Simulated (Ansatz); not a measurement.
# Worked example: the barrier

An elementary step of Si₂H₅Cl, singlet (Si₂H₅Cl ([SiH3][SiH2][Cl]) → SiH₃Cl ([SiH3][Cl]) + SiH₂ (still joined by a long Si–Cl bond); bonds formed: Si1–Cl3; bonds broken: Si1–Si2; bonds weakened to dative contacts: Si2–Cl3). “Start” is the structure reached by relaxing down from the saddle towards the reactants; PBE0-D4/def2-TZVP structures. The saddle:

```
atom    x (Å)    y (Å)    z (Å)
 Si1  -0.4037  -0.2387   1.1332
 Si2   0.0401   0.6264  -1.3428
 Cl3   1.2901  -0.9384  -0.1105
  H4  -0.1090  -0.2413  -2.5643
  H5   1.2197   1.4716  -1.7437
  H6  -1.7436  -0.7099   0.7193
  H7  -0.2929   1.1483   1.6352
  H8  -0.0007  -1.1180   2.2739
```

Computed with Ansatz 0.2.0 (basis: def2-TZVPP and def2-QZVPP); correlated methods freeze the cores.

Energies in eV:

| quantity | saddle | start |
| --- | --- | --- |
| Hartree–Fock, triple zeta (X = 3) | -28306.82955 | -28309.47606 |
| Hartree–Fock, quadruple zeta (X = 4) | -28307.67104 | -28310.31851 |
| MP2 correlation, X = 3 | -12.42231 | -12.04803 |
| MP2 correlation, X = 4 | -13.47903 | -13.10546 |
| CCSD(T) correlation, X = 3 | -14.52696 | -14.13265 |

Problem. Work out the barrier at the basis limit: extrapolate Hartree–Fock as E(X) = E∞ + A exp(−7.88 √X) and the MP2 correlation as E(X) = E∞ + B X^−2.97 (the exponents that Neese and Valeev fitted for def2-TZVPP and QZVPP), then add CCSD(T) − MP2 in triple zeta.

Solution. Each step is linear, so take the differences first (saddle − start): Hartree–Fock 2.64651 (X = 3) and 2.64747 (X = 4); MP2 correlation -0.37428 and -0.37357; CCSD(T) correlation -0.39431.
Two points give E∞ = E(4) + w [E(4) − E(3)], with w = 1/(exp(7.88 (2 − √3)) − 1) = 0.1377 for Hartree–Fock and w = 1/((4/3)^2.97 − 1) = 0.7407 for the correlation.
Hartree–Fock: 2.64747 + 0.1377 × 0.00096 = 2.6476 eV.
MP2 correlation: -0.37357 + 0.7407 × 0.00071 = -0.3730 eV.
CCSD(T) − MP2: -0.39431 − (-0.37428) = -0.0200 eV.
Sum: 2.6476 + (-0.3730) + (-0.0200) = 2.2546 eV, or 51.99 kcal/mol. Plain CCSD(T) in triple zeta gives 2.2522 eV, so the larger basis shifts the result by 0.0024 eV.

T1 diagnostic: at most 0.013.

Losses and insertions of silylenes and their heavier kin drive the gas-phase chemistry of silicon and germanium vapour deposition.

Labels in which every atom is bracketed show which atoms are joined, not bond orders.

For scale, one of the runs: CCSD(T)/def2-TZVPP, 196 basis functions, launched by `ansatz run in.yaml --threads 2 --pin off --events-out ev --progress --plain --max-ram 4352MiB`. Time: 41 s of wall clock on 2 CPU threads of an Arm Neoverse V1; the host was shared. Peak host memory: 2 GiB.
